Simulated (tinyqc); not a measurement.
Worked calculation (part 2 of 2): ROHF in the sto-3g basis, for OH+, spin multiplicity 3. Computed by tinyqc, a small Python program that keeps every step (integrals from PySCF). Command: `OMP_NUM_THREADS=1 python tinyqc.py 23648 23649 out.jsonl` (the two numbers bound the seeds that draw the settings). One thread of a shared host (Intel(R) Xeon(R) Processor @ 2.60GHz), about 0.06 s of CPU time with the checks.

Geometry (angstrom):

| atom | x | y | z |
|---|---|---|---|
| O | 0.00000 | 0.00000 | 0.00000 |
| H | 0.00000 | 0.00000 | 1.44200 |

## Iteration 3: diagonalisation and new density

extrapolated F (hartree), lower triangle:
```
            1O 1s     1O 2s    1O 2px    1O 2py    1O 2pz     2H 1s
1O 1s   -21.01373
1O 2s    -5.32728  -2.91685
1O 2px    0.00000   0.00000  -0.63369
1O 2py    0.00000   0.00000   0.00000  -0.63369
1O 2pz   -0.01122  -0.04949   0.00000   0.00000  -0.87152
2H 1s    -0.40185  -0.54196   0.00000   0.00000  -0.44852  -0.57124
```

X, lower triangle:
```
           1O 1s     1O 2s   1O 2px   1O 2py    1O 2pz    2H 1s
1O 1s    1.02226
1O 2s   -0.12521   1.04258
1O 2px   0.00000   0.00000  1.00000
1O 2py   0.00000   0.00000  0.00000  1.00000
1O 2pz  -0.00240   0.01971  0.00000  0.00000   1.01880
2H 1s    0.01231  -0.11999  0.00000  0.00000  -0.11492  1.03873
```

Diagonalise F' = X^T F X, C = X C', fill 5 alpha and 3 beta electrons from the bottom; D(s) = C_occ C_occ^T. Each column has its largest component positive (the first on a tie).

F' = X^T F X (hartree), lower triangle:
```
           1         2         3         4         5         6
1  -20.65005
2   -2.65523  -1.99400
3    0.00000   0.00000  -0.63369
4    0.00000   0.00000   0.00000  -0.63369
5   -0.01911  -0.00015   0.00000   0.00000  -0.80755
6   -0.00731  -0.22931   0.00000   0.00000  -0.31663  -0.42673
```

orbital energies (hartree): MO1 -21.02069, MO2 -1.66851, MO3 -0.96973, MO4 -0.63369, MO5 -0.63369, MO6 -0.21939

coefficients C:
```
             MO1       MO2       MO3      MO4       MO5       MO6
1O 1s    0.99515  -0.25774   0.04210  0.00000   0.00000   0.04811
1O 2s    0.01990   1.00488  -0.19642  0.00000   0.00000  -0.26205
1O 2px   0.00000   0.00000   0.00000  0.06825   0.99767   0.00000
1O 2py   0.00000   0.00000   0.00000  0.99767  -0.06825   0.00000
1O 2pz   0.00112   0.06736   0.84195  0.00000   0.00000  -0.58149
2H 1s   -0.00253   0.07745   0.38433  0.00000   0.00000   0.97622
```

D(alpha) after iteration 3, lower triangle:
```
           1O 1s     1O 2s   1O 2px   1O 2py   1O 2pz    2H 1s
1O 1s    1.05853
1O 2s   -0.24746   1.04876
1O 2px   0.00000   0.00000  1.00000
1O 2py   0.00000   0.00000  0.00000  1.00000
1O 2pz   0.01920  -0.09766  0.00000  0.00000  0.71342
2H 1s   -0.00629   0.00229  0.00000  0.00000  0.32880  0.15371
```

D(beta) after iteration 3, lower triangle:
```
           1O 1s     1O 2s   1O 2px   1O 2py   1O 2pz    2H 1s
1O 1s    1.05853
1O 2s   -0.24746   1.04876
1O 2px   0.00000   0.00000  0.00000
1O 2py   0.00000   0.00000  0.00000  0.00000
1O 2pz   0.01920  -0.09766  0.00000  0.00000  0.71342
2H 1s   -0.00629   0.00229  0.00000  0.00000  0.32880  0.15371
```

Within a degenerate level the vectors are fixed only up to a rotation; this is one choice.

## Iteration 7 (converged): orbitals

converged F (hartree), lower triangle:
```
            1O 1s     1O 2s    1O 2px    1O 2py    1O 2pz     2H 1s
1O 1s   -21.01385
1O 2s    -5.32731  -2.91683
1O 2px    0.00000   0.00000  -0.63368
1O 2py    0.00000   0.00000   0.00000  -0.63368
1O 2pz   -0.01126  -0.04949   0.00000   0.00000  -0.87172
2H 1s    -0.40186  -0.54231   0.00000   0.00000  -0.44902  -0.57152
```

As before.

F' = X^T F X (hartree), lower triangle:
```
           1         2         3         4         5         6
1  -20.65017
2   -2.65526  -1.99389
3    0.00000   0.00000  -0.63368
4    0.00000   0.00000   0.00000  -0.63368
5   -0.01915  -0.00005   0.00000   0.00000  -0.80765
6   -0.00727  -0.22968   0.00000   0.00000  -0.31712  -0.42682
```

orbital energies (hartree): MO1 -21.02081, MO2 -1.66855, MO3 -0.97019, MO4 -0.63368, MO5 -0.63368, MO6 -0.21898

coefficients C:
```
             MO1       MO2       MO3       MO4      MO5       MO6
1O 1s    0.99515  -0.25772   0.04219   0.00000  0.00000   0.04816
1O 2s    0.01990   1.00476  -0.19677   0.00000  0.00000  -0.26226
1O 2px   0.00000   0.00000   0.00000   0.98440  0.17593   0.00000
1O 2py   0.00000   0.00000   0.00000  -0.17593  0.98440   0.00000
1O 2pz   0.00112   0.06745   0.84178   0.00000  0.00000  -0.58172
2H 1s   -0.00253   0.07781   0.38456   0.00000  0.00000   0.97610
```

D(alpha) after iteration 7, lower triangle:
```
           1O 1s     1O 2s   1O 2px   1O 2py   1O 2pz    2H 1s
1O 1s    1.05853
1O 2s   -0.24744   1.04865
1O 2px   0.00000   0.00000  1.00000
1O 2py   0.00000   0.00000  0.00000  1.00000
1O 2pz   0.01924  -0.09785  0.00000  0.00000  0.71315
2H 1s   -0.00634   0.00246  0.00000  0.00000  0.32896  0.15395
```

D(beta) after iteration 7, lower triangle:
```
           1O 1s     1O 2s   1O 2px   1O 2py   1O 2pz    2H 1s
1O 1s    1.05853
1O 2s   -0.24744   1.04865
1O 2px   0.00000   0.00000  0.00000
1O 2py   0.00000   0.00000  0.00000  0.00000
1O 2pz   0.01924  -0.09785  0.00000  0.00000  0.71315
2H 1s   -0.00634   0.00246  0.00000  0.00000  0.32896  0.15395
```

Within a degenerate level the vectors are fixed only up to a rotation; this is one choice.

## Convergence

Stop when the energy changes by less than 1e-08 hartree and every element of the error matrix X^T (F D S - S D F) X is below 3e-05.

Course of the cycle:

| iteration | E (hartree) | change | largest element of the error matrix |
|---|---|---|---|
| 1 | -73.7469597 | - | 3.34e-01 |
| 2 | -73.9717343 | -2.25e-01 | 1.46e-01 |
| 3 | -73.9892191 | -1.75e-02 | 3.87e-02 |
| 4 | -73.9902828 | -1.06e-03 | 4.98e-04 |
| 5 | -73.9902830 | -2.38e-07 | 1.66e-04 |
| 6 | -73.9902830 | -1.94e-08 | 2.40e-07 |
| 7 | -73.9902830 | -2.84e-14 | 2.19e-10 |

PySCF ROHF in the same basis = -73.9902830 hartree

Converged in 7 iterations.

## Populations, bond orders and dipole

overlap S, lower triangle:
```
          1O 1s    1O 2s   1O 2px   1O 2py   1O 2pz    2H 1s
1O 1s   1.00000
1O 2s   0.23670  1.00000
1O 2px  0.00000  0.00000  1.00000
1O 2py  0.00000  0.00000  0.00000  1.00000
1O 2pz  0.00000  0.00000  0.00000  0.00000  1.00000
2H 1s   0.01748  0.22039  0.00000  0.00000  0.21582  1.00000
```

Mulliken: Z minus the diagonal of D S on the atom; Loewdin: the same with S^(1/2) D S^(1/2); Mayer order: 2 sum_s sum (D(s) S)_ij (D(s) S)_ji over the two atoms.

Charges (e):

| atom | Mulliken | Loewdin | Mulliken spin |
|---|---|---|---|
| 1O | 0.45076 | 0.48168 | 2.00000 |
| 2H | 0.54924 | 0.51832 | 0.00000 |

Mayer bond orders:

| pair | order |
|---|---|
| 2-1 | 0.69833 |

dipole moment about the origin, x y z (debye): 0.00000  0.00000  4.13565
